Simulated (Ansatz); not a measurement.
# SiH₂S₂: one structure at several levels

The task here is to estimate one member of a computed series from the others.

Computed with Ansatz 0.2.0, Gaussian basis. Level: single points in def2-TZVPP.

Correlated methods freeze the cores.

### Starting geometry

5 atoms, charge 0, spin multiplicity 1.

Atoms are counted from 1 here; the program's logs count them from 0.

Bond lengths: S1–Si2 2.011 Å, Si2–S3 2.072 Å, Si2–H4 1.365 Å, S3–H5 1.349 Å. Angles: S1–Si2–S3 121.3°, S1–Si2–H4 133.6°, S3–Si2–H4 104.5°, Si2–S3–H5 98.5°.

Coordinates:

```mol
H2S2Si
  3D, bonds by distance, orders not assigned

  5  4  0  0  0  0  0  0  0  0999 V2000
   -1.8580    0.6552    0.8341 S   0  0
   -0.5129   -0.4118   -0.2125 Si  0  0
    1.5059    0.0507   -0.1582 S   0  0
   -0.6183   -1.3696   -1.1800 H   0  0
    1.4423    1.1215    0.6595 H   0  0
  1  2  8  0
  2  3  8  0
  2  4  8  0
  3  5  8  0
M  END
```

Set-up of the first run:

File run/in.yaml:

```yaml
crystal:
  periodic: [false, false, false]
  atoms:
    - {symbol: S, position_ang: [-1.858000, 0.655200, 0.834100]}
    - {symbol: Si, position_ang: [-0.512900, -0.411800, -0.212500]}
    - {symbol: S, position_ang: [1.505900, 0.050700, -0.158200]}
    - {symbol: H, position_ang: [-0.618300, -1.369600, -1.180000]}
    - {symbol: H, position_ang: [1.442300, 1.121500, 0.659500]}
basis:
  gaussian: {orbitals: def2-TZVPP}
correlation: {method: ccsd_t}
output: {forces: true}
```

No record of the launch command was kept for these runs.

Among the steps run: CCSD(T)/def2-TZVPP; PBE0-D4/def2-TZVPP; wB97M-V/def2-TZVPP; r2SCAN-D4/def2-TZVPP; PBE-D4/def2-TZVPP; revPBE-D4/def2-TZVPP; r2SCAN0-D4/def2-TZVPP.

One of the session's tables, all rows but one given; the rest of the session is left out.

```
    method  RMS force component (eV/Å)  angle to CCSD(T) forces (°)  dipole (D)
   CCSD(T)                       1.396                    reference        2.48
   PBE0-D4                       1.478                          3.5        2.63
   wB97M-V                       1.453                          4.9        2.72
 r2SCAN-D4                       1.438                          2.4        2.58
    PBE-D4                           ?                            ?           ?
 revPBE-D4                       1.403                          7.4        2.45
r2SCAN0-D4                       1.490                          5.6        2.71
```

**Question.** Estimate the row for PBE-D4.

The run gave: RMS force component (eV/Å): 1.413; angle to CCSD(T) forces (°): 6.7; dipole (D): 2.44. In the column «RMS force component (eV/Å)» it lies between revPBE-D4 (1.403) and r2SCAN-D4 (1.438).
